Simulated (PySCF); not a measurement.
Input of a run (PBE/6-31+G* geometry optimisation, gas phase (PySCF 2.14.0)), started from GFN2-xTB:
```
{"job": {"xc": "PBE", "basis": "6-31+G*", "grid": 1, "kind": "geom"}, "charge": 0, "multiplicity": 1}
O      1.393302    -0.316295     0.975180
C      0.756804    -0.056765    -0.004770
C     -0.755939     0.057514    -0.003287
O     -1.394365     0.319336    -0.981331
H      1.215026     0.121649    -0.993541
H     -1.211706    -0.123449     0.986175
```

Output (energies in Eh, forces in Eh/bohr):
```
step   0  E = -227.57742970  max force = 0.035030
step   1  E = -227.57996736  max force = 0.002166
step   2  E = -227.57988786  max force = 0.003674
step   3  E = -227.57997015  max force = 0.001342
step   4  E = -227.57998133  max force = 0.000553
step   5  E = -227.57998221  max force = 0.000220
optimisation converged
```

**Question.** Summarise the run.

**Answer.** The energy falls by 1.6 kcal/mol over 6 energy and gradient evaluations, the largest force component goes from 0.0350 to 2.2e-04 Eh/bohr, and the atoms move by 0.022 Å rms after alignment. Among the bonds, O1=C2 and C3=O4 change most and about equally (+0.024 Å). Bonds longer at the end by more than 0.005 Å: 5 of 5; shorter: 0. The energy rose by more than 1e-6 Eh at step 2. The first step brought 99 % of the lowering.

**Question.** What are the final bond lengths?

**Answer.** O1=C2 1.221 Å, C2–C3 1.530 Å, C3=O4 1.221 Å, C2–H5 1.119 Å, C3–H6 1.119 Å. Numbering counts from 1 in the input's order; the species is glyoxal, `O=CC=O`.

The run used 76 basis functions and 42 SCF cycles in all.

Not checked by PBE/6-31+G* frequencies. The numbers are those of one conformer.

Shape of the structure used: `[O:1]=[CH:2][CH:3]=[O:4]`: O1–C2–C3–O4 180°.
